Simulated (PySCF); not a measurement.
All of these have the formula C4H4F2. Computed, not measured: TDDFT CAM-B3LYP/def2-SVPD, vertical, gas phase, core orbitals frozen in the response (PySCF 2.14.0, density-fitted response routines). Geometries: GFN2-xTB; one conformer of each isolated species. Triplets are in the Tamm–Dancoff approximation.

A. `C=C1[C@@H](F)[C@H]1F`
B. `F/C=C\C=C/F`
C. `C=C1[C@H]([C@@H]1F)F`
D. `FC[C@@H]1C=C1F`

Lowest singlet levels (six at most, fewer where fewer were computed) with oscillator strengths:

1. 5.84 eV (f 0.003); 6.00 eV (f 0.002); 7.13 eV (f 0.428); 8.27 eV (f 0.048); 8.63 eV (f 0.005); 8.65 eV (f 0.017); T1 4.16 eV
2. 5.71 eV (f 0.000); 5.89 eV (f 0.047); 7.16 eV (f 0.344); 8.09 eV (f 0.070); 8.42 eV (f 0.013); 8.63 eV (f 0.032); T1 4.07 eV
3. 6.72 eV (f 0.070); 6.96 eV (f 0.018); 7.42 eV (f 0.012); 7.80 eV (f 0.008); 7.97 eV (f 0.002); 8.24 eV (f 0.043); T1 4.43 eV
4. 5.88 eV (f 0.670); 6.52 eV (f 0.000); 6.94 eV (f 0.032); 7.30 eV (f 0.001); 7.64 eV (f 0.000); 8.03 eV (f 0.000); T1 3.17 eV

Problem. Match each spectrum to its molecule.

Solution. 1 = C, 2 = A, 3 = D, 4 = B.
- A: S1 at 5.71 eV, HOMO-1→LUMO (97%); Löwdin shares by element: HOMO carbon 75% (atoms not listed hold the other 25%); LUMO carbon 72% (atoms not listed hold the other 28%); HOMO -9.67 and LUMO -0.26 eV; point group Cs, 1 of its 6 listed states under f = 0.0005.
- B: S1 at 5.88 eV, HOMO→LUMO (98%); Löwdin shares by element: HOMO carbon 78% (atoms not listed hold the other 22%); LUMO carbon 79% (atoms not listed hold the other 21%); HOMO -8.11 and LUMO 0.09 eV; point group C2h, 3 of its 6 listed states under f = 0.0005.
- C: S1 at 5.84 eV, HOMO-2→LUMO (73%), HOMO→LUMO (25%); Löwdin shares by element: HOMO carbon 84% (atoms not listed hold the other 17%); LUMO carbon 71% (atoms not listed hold the other 29%); HOMO -10.01 and LUMO -0.24 eV; point group C2.
- D: S1 at 6.72 eV, HOMO→LUMO (93%); Löwdin shares by element: HOMO carbon 69% or more, fluorine 9% or more (atoms not listed hold the other 22%); LUMO carbon 62% or more, hydrogen 10% or more, fluorine 9% or more (atoms not listed hold the other 19%); HOMO -9.05 and LUMO 1.03 eV.
A and C have S1 within 0.13 eV of each other; their strongest listed levels stand at 7.16 eV (f 0.344) and 7.13 eV (f 0.428).
B and C have S1 within 0.04 eV of each other; their strongest listed levels stand at 5.88 eV (f 0.670) and 7.13 eV (f 0.428).
